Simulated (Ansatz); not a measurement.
Input file:

```yaml
crystal:
  periodic: [false, false, false]
  atoms:
    - {symbol: B, position_ang: [0.000000, 0.000000, 0.148703]}
    - {symbol: N, position_ang: [0.000000, 0.000000, -1.471297]}
    - {symbol: H, position_ang: [0.000000, 0.000000, 1.322595]}
basis:
  gaussian: {orbitals: 6-31G}
magnetization: {spin_polarized: false, initial_magnetization: 1}
correlation: {method: fci, electrons: outside_noble_gas}
```

```sh
$ ansatz run in.yaml --threads 1 --pin off --events-out ev --progress --plain --max-ram 2393MiB
```

The program prints:

```
449 factors; integrals over basis functions are off by at most 8.0e-8 eV
mean field evaluation 1: about -2161.5928 eV, gradient 2.6e1 eV
mean field evaluation 2: about -2161.5941 eV, gradient 2.6e1 eV
mean field evaluation 4: about -2163.8053 eV, gradient 3.0e0 eV
mean field evaluation 8: about -2163.9635 eV, gradient 2.3e-1 eV
mean field evaluation 16: about -2163.9643 eV, gradient 1.3e-1 eV
mean field evaluation 32: about -2161.6797 eV, gradient 1.4e0 eV
mean field -2163.96399810 eV, -79.5242101427 hartree, gradient 2.9e-6 eV, S^2 0.750000; 4 other end points of the search recorded, 0 dependent functions left out
unrestricted determinant -2164.78540032 eV, -79.5543961177 hartree, S^2 1.4623
2 core orbitals not correlated: weight in the atoms' cores, before any rotation towards them, 1.000 or more for the frozen orbitals, at most 0.000 for the correlated occupied ones
reference -2163.96399810 eV, -79.5242101427 hartree; 5, 4 occupied and 13, 14 virtual orbitals, 449 factors
state -2169.15950017 eV, -79.7151413222 hartree
Total energy: -2169.15950017 eV, -79.7151413222 hartree
```

Ran on 1 thread of Arm Neoverse V1, shared host: 2 min wall, 0.85 GiB peak host memory.
